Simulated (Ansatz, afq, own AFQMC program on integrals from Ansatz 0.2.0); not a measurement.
CHSi, quartet → CHSi⁺, quintet

| atom | x (Å) | y (Å) | z (Å) |
| --- | --- | --- | --- |
| Si | 0.0000 | -0.0832 | 0.5272 |
| C | 0.0000 | 0.0762 | -1.3058 |
| H | 0.0000 | 1.4109 | 0.8685 |

Connectivity, by distances: SiH–C.

E(quintet, charge +1) − E(quartet, charge +0) at this geometry, on UHF and UHF determinants.

Basis cc-pVDZ. Only valence electrons are correlated. Ansatz 0.2.0 and our own AFQMC program on the same integrals; the CISD trial comes from CCSD amplitudes, and released means the phaseless constraint is let go. ± is one standard error of the sampling. The errors of all members are added in quadrature.

No full CI on the walks' own integrals is used here; CCSDTQ serves as the reference and is uncertain by about the last step of the cluster series. Each member takes its own surest rung, up to full CI.

Errors are counted within cc-pVDZ, not against nature.

Cautions: CHSi (quartet): another spin lies lower, an unrestricted solution with more broken spin lies lower, raised T1 diagnostic (T1 0.048, weight of the determinant 0.84, largest double 0.09), the ph-AFQMC/CISD walk drifts between its halves (2.5 errors), released walk and highest rung disagree (by 12 meV at 2.40 1/Eh), its ph-AFQMC/CISD value lies 28 ± 3 meV above CCSDTQ; CHSi⁺ (quintet): another spin lies lower, the released energies are still falling, so no released level is given (meV from the phaseless value at times in 1/Eh: -3.9 ± 2.3 at 0.24, -7.6 ± 2.0 at 0.51, -10.0 ± 1.6 at 0.99, -18 ± 5 at 1.62, -176 ± 159 at 2.40), though the last usable value meets CCSDTQ within the noise, its ph-AFQMC/CISD value lies 17.5 ± 2.0 meV above CCSDTQ; this isn't the first ionization; core correlation is missing, and it shifts such a gap most where an s electron is promoted.

Reference (CCSDTQ): 9.707 eV.

```
        level  vertical ionization energy (eV)  error against CCSDTQ (eV)
           HF                            8.566                     -1.142
          MP2                            9.403                     -0.304
         CCSD                            9.636                     -0.071
      CCSD(T)                            9.685                     -0.022
        CCSDT                            9.702                     -0.006
     CCSDT(Q)                            9.708                      0.000
ph-AFQMC/CISD                    9.697 ± 0.004             -0.010 ± 0.004
```

Correlation beyond CCSD(T) adds 0.022 eV. The perturbative (T) step is worth +0.050 eV.

CCSDT and higher add their correlation energy to the determinant of the CCSD(T) run, since their own runs factorise the integrals more tightly (a shift of under 2 meV). A walk keeps the symmetry of its determinant, which the program's search chose and which needn't be the lowest solution, so a lower state of the same spin and another symmetry isn't excluded.
